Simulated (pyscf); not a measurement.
PySCF, gas phase, ωB97X-D3(BJ)/def2-SVP geometries.

**Question.** For the elementary gas-phase step H₃C–CH₃ + InH₂• -> H₃C–InH₂ + CH₃• (doublet surface; C–C broken, C–In formed), what barrier and reaction energy does ωB97M-D3(BJ)/def2-TZVP give, measured from the separated reactants?

**Answer.** ΔE‡ = 55.2 kcal/mol, ΔE = +30.8 kcal/mol. Zero-point energy shifts the barrier by -2.4 kcal/mol. It is a substitution at C, with an imaginary mode of 1105i cm⁻¹. This is the saddle that the search found; another between the same sides may lie lower. The angle at the attacked C is 172°. Elements past Kr carry the def2 core potentials, without spin-orbit coupling.
